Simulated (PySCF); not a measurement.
# ethyl chloride: calculation against experiment

**Experimental background.**

NIST CCCBDB Release 22 (SRD 101), experimental polarizabilities lists, for the gas: mean polarisability 6.59 Å³.

The results are set against them at the end.

Ethyl chloride, C₂H₅Cl.
Numbering: `[CH3:1][CH2:2][Cl:3]` (hydrogens: H4, H5, H6 on C1; H7, H8 on C2)

Geometry (PBE0-D3(BJ)/def2-TZVP, Å), atoms numbered from 1 in this order:
```xyz
8
C2H5Cl angstrom
C     -0.6677    0.3912   -0.1450
C      0.8136    0.1355   -0.0387
Cl     1.7077    1.6311    0.3613
H     -1.0664    0.7759    0.7945
H     -0.8844    1.1143   -0.9326
H     -1.1845   -0.5430   -0.3828
H      1.2316   -0.2281   -0.9767
H      1.0471   -0.5799    0.7489
```

The PySCF runs (gas phase, on this PBE0-D3(BJ)/def2-TZVP geometry; no spin–orbit coupling):

| level | job | basis functions | wall time |
| --- | --- | --- | --- |
| CAM-B3LYP/aug-cc-pVTZ | 10 singlets by full TDDFT, 4 Tamm–Dancoff triplets, polarisability | 257 | 36 s |
| PBE0/aug-cc-pVTZ | 10 singlets by full TDDFT, 4 Tamm–Dancoff triplets, polarisability, dynamic polarisability | 257 | 34 s |
| wB97X-D/aug-cc-pVTZ | 10 singlets by full TDDFT, 4 Tamm–Dancoff triplets, polarisability, ΔSCF ions | 257 | 96 s |

Hardware: an Arm Neoverse N1 with one thread, shared host.

## Comparison

**Mean polarisability.** Measured: 6.59 Å³ (NIST CCCBDB Release 22 (SRD 101), experimental polarizabilities).

```csv
level,computed (Å³),computed − measured (Å³),% (from the printed values)
CAM-B3LYP/aug-cc-pVTZ,6.20,-0.39,-6
PBE0/aug-cc-pVTZ,6.22,-0.37,-6
wB97X-D/aug-cc-pVTZ,6.20,-0.39,-6
```

All 3 levels lie below the measurement. The computed values are static and purely electronic, with core orbitals frozen in the response (1 au = 0.148185 Å³). The table of measured values doesn't say here whether a value is static or optical, or holds a vibrational part.

No measured geometry was used, and the causes of the misses weren't examined.
